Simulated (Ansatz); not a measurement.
Cost and result up the ladder for MgMeH (CH₄Mg) (6 atoms). Total charge 0; singlet. Geometry: PBE-D4/def2-TZVP.

Cartesian coordinates in Å:
```
Mg -1.122 -0.640 0.247
C 0.666 0.380 -0.145
H 1.472 0.073 0.541
H 0.547 1.471 -0.036
H 1.025 0.195 -1.170
H -2.589 -1.479 0.564
```

Ansatz on 2 threads of Arm Neoverse V1 on a shared host. Times are rough, and most runs start from the orbitals of an earlier one. PBE0-D4/def2-TZVPD serves as the yardstick here, not as an exact answer. Differences are given only for rows in sets of like size (and for xTB, whose basis is part of the method), since another set adds its own error. Binding counts from free atoms at the same level (Mg singlet, C triplet, H doublet; other spins of the atoms weren't run), without zero-point energy or a counterpoise term.

LC-ωPBE has ω = 0.4 bohr⁻¹. B3LYP takes the VWN-RPA correlation. HSE06 is defined as in plane-wave codes, on full-range PBE exchange. Correlated methods freeze 2 core orbitals; core or outer-core shells of Mg are correlated, in sets that lack core-valence functions.

Correlated methods converge slowly with the basis.

| level | functions | wall time | binding energy per atom (eV) | difference from PBE0-D4/def2-TZVPD (eV) |
| --- | --- | --- | --- | --- |
| HF/6-31G | 30 | 0.21 s | 2.14 | – |
| B3LYP-D4/6-31G | 30 | 0.61 s | 2.90 | – |
| PBE0-D4/def2-SVP | 52 | 0.66 s | 2.93 | – |
| PBE-D4/def2-SVP | 52 | 0.71 s | 2.95 | – |
| revPBE-D4/def2-TZVP | 87 | 0.76 s | 2.90 | -0.02 |
| PBE-D4/def2-TZVP | 87 | 1.1 s | 2.94 | 0.02 |
| BHLYP-D4/def2-TZVP | 87 | 1.1 s | 2.88 | -0.04 |
| PBE-D4/def2-TZVPD | 108 | 1.1 s | 2.94 | 0.02 |
| PBE0-D4/def2-TZVPD | 108 | 1.2 s | 2.92 | 0.00 |
| HSE06-D4/def2-TZVP | 87 | 1.2 s | 2.92 | 0.00 |
| LC-ωPBE/def2-TZVP | 87 | 1.4 s | 2.94 | 0.02 |
| r2SCAN-D4/def2-TZVP | 87 | 1.7 s | 2.95 | 0.03 |
| CCSD(T)/def2-TZVPD | 108 | 6 s | 2.83 | -0.09 |
| CCSD(T)/def2-TZVPP | 119 | 8 s | 2.88 | -0.05 |
